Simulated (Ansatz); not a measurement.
Relative stability

Two relaxed structures of Si2NH5, closed shell (PBE0-D4/def2-TZVP; forces vanish, vibrations not checked).

A:

```
8
angstrom
N 0.4580 -0.4996 0.6555
Si 0.0813 0.8881 -0.6754
Si -1.8534 0.7769 -1.6431
H -1.9553 -0.4515 -0.7027
H 1.3845 1.6066 -0.5458
H 0.6015 -0.1380 1.5947
H 1.2462 -1.0946 0.4147
H -0.3907 -1.0646 0.6498
```

B:

```xyz
8
angstrom
N -1.5901 0.8931 -1.3037
Si -0.2379 0.8824 -0.2882
Si 0.6515 -0.8697 0.7537
H -2.3251 0.2085 -1.2413
H 0.5665 2.0611 -0.7162
H 1.2768 -0.1520 1.9157
H -1.7315 1.5588 -2.0447
H -0.5505 -1.5753 1.3141
```

Program: Ansatz 0.2.0. Basis: def2-TZVPP. Cores are frozen in the correlated methods. B3LYP uses VWN-RPA correlation.

Which structure is lower at CCSD(T), and by how much? (To be estimated.)

Computed: B, by 1.188 eV (electronic energy, against the other). By their contacts, A is Si₂NH₅ ([NH3][SiH][SiH]) and B is Si₂NH₅ ([NH2][SiH][SiH2]).

All methods give the same order:

| method | E(B) − E(A) (eV) |
| --- | --- |
| PBE-D4 | -1.148 |
| r2SCAN-D4 | -1.282 |
| PBE0-D4 | -1.193 |
| B3LYP-D4 | -1.318 |
| wB97M-V | -1.216 |
| HF | -1.478 |
| MP2 | -1.248 |
| CCSD | -1.240 |
| CCSD(T) | -1.188 |

No T1 diagnostic of these runs exceeds 0.019. The restricted Hartree–Fock reference is unstable towards an unrestricted one at one or more of these structures.

Labels in which every atom is bracketed show which atoms are joined, not bond orders.

For scale, one of the runs: CCSD(T)/def2-TZVPP, 185 basis functions, launched by `ansatz run in.yaml --threads 2 --pin off --events-out ev --progress --plain --max-ram 4352MiB`. The run took 29 s on 2 CPU threads of an Arm Neoverse V2 (shared host), with 1.7 GiB of host memory at its peak.
